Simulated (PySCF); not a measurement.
SiH₄, SMILES [SiH4].

Coordinates come from a ωB97X-D3(BJ)/def2-TZVPD optimisation. The isomer is the one that the SMILES or the coordinates give; other isomers of the formula were not compared.

Two levels are set side by side: TDA-PBE/def2-TZVPD (PySCF) and ADC(2)/aug-cc-pVDZ (PySCF). Vertical, same geometry; the bases differ. Differences are taken from unrounded values.

| quantity | ADC(2) |
|---|---|
| lowest singlet excitation (eV) | 9.49 |

Q: What does TDA-PBE give, and how far is it from ADC(2)? (An estimate is asked for; the answer gives what the named calculation found.)

A: 
```json
[
 {"quantity": "lowest singlet excitation (eV)", "TDA-PBE": "8.46", "TDA-PBE minus ADC(2)": "-1.03"}
]
```

Functionals without exact exchange tend to place singlet excitations lower, as here. Differences between two approximate levels are no errors against the true value.

Rough cost on one machine, each run with all the roots and properties that it gave: ADC(2) against TDA-PBE within a factor of 2.
